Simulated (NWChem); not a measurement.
**What AlNH2Cl (SMILES [NH2][Al][Cl]) costs in NWChem**

The species is AlNH2Cl (5 atoms), meant as a doublet with charge 0. SMILES: `[NH2][Al][Cl]`. The shape is that of a PBE0-D4/def2-TZVP optimisation. This is one conformer, not always the lowest.

```xyz
5

N    -0.5494    0.4617   -0.2320
Al    0.4026   -0.2916    1.0491
Cl    1.9070   -1.6497    0.4408
H    -1.2936    1.1233   -0.0835
H    -0.4166    0.2827   -1.2159
```

Program: NWChem 7.3.0. Hardware: 1 thread of Intel Xeon Platinum 8259CL at 2.50GHz (Skylake/Cascade Lake), shared host, so times are rough. Two-electron integrals are exact unless an approximation is named.

Question: Estimate their order by wall time, quickest first.
A. gradient at UHF/STO-3G
B. gradient at UBLYP/6-31G, grid xfine
C. gradient at UPBE0/def2-SVP, grid xfine
D. gradient at UHF/def2-SVP

Answer: A (2.3 s), D (9 s), C (28 s), B (98 s).
